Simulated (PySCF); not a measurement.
**From computed data to an observable: entropy of an ideal gas**

propyne (C3H4), SMILES C#CC.

Geometry optimised at ωB97X-D3(BJ)/def2-TZVP.

ωB97X-D3(BJ)/def2-TZVP in PySCF 2.14.0 gives the harmonic wavenumbers 357, 357, 707, 707, 951, 1063, 1063, 1422, 1487, 1487, 2266, 3072, 3145, 3145, 3482 cm⁻¹ and the rotational temperatures 7.6729, 0.4115, 0.4115 K. The molar mass is 40.07 g/mol, the symmetry number 3, the spin multiplicity 1.

Task: Work out the entropy at 298.15 K and 1 atm in the rigid-rotor, harmonic-oscillator model.

Result: 
Translation (Sackur–Tetrode at 1 atm): S = R[1.5 ln M + 2.5 ln T − 1.16487] = 154.8 J/(mol K).
Rotation: q = (√π/σ) T^1.5/√(θA θB θC) = 2670, S = R[ln q + 3/2] = 78.1 J/(mol K).
Vibration: with u = 1.4388 ν/T, each mode gives R[u/(e^u − 1) − ln(1 − e^−u)]:
```csv
ν (cm⁻¹),modes,u,S (J/(mol K))
357,2,1.72,9.50
707,2,3.41,2.49
951,1,4.59,0.48
1063,2,5.13,0.61
1422,1,6.86,0.07
1487,2,7.18,0.10
```
The stiffer modes add less than 0.005 each. Sum 13.2 J/(mol K).
Spin: R ln 1 = 0.0 J/(mol K).
Total 246.1 J/(mol K); the program's own thermochemistry gives 246.1. Translation makes up 63 % and vibration 5 %. Anharmonicity, hindered rotation and orbital degeneracy are left out.
